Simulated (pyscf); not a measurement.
This saddle point was located with ωB97X-D3(BJ)/def2-SVP in PySCF.

```
C
F 1 1.3439
F 1 1.3441 2 116.95
H 1 1.1446 2 117.94 3 -149.98
C 1 1.5077 4 81.62 2 105.17
F 5 1.3329 1 115.65 4 -64.70
F 5 1.3330 6 109.11 4 -96.66
H 4 1.2514 1 71.81 2 74.85
```
Charge 0, spin multiplicity 1.

Surface: singlet, charge 0. Lowest wavenumbers (cm⁻¹): 1444i, 136, 212, 299, 380.

### Question
Which two sides does it connect, and which bonds change?

### Answer
F–CH₂–F + difluorocarbene (F–C:–F) [singlet] <-> tetrafluoroethylene (F–C(F)=C(F)–F) + hydrogen (H₂), a concerted two-bond exchange read from left to right: C–H, C–H broken and C–C, H–H formed. At ωB97M-D3(BJ)/def2-TZVP it lies +3.71 eV from the left side and +3.77 eV from the right (each side as separated species at their lowest minima found). The same reactants have a lower exit, to F–CH(F)–CH(F)–F (barrier +1.72 eV at ωB97M-D3(BJ), against +3.71 eV here). One saddle was located; it need not be the lowest between these sides. One closed-shell reference is unstable to symmetry breaking; treat the single-reference values with care.
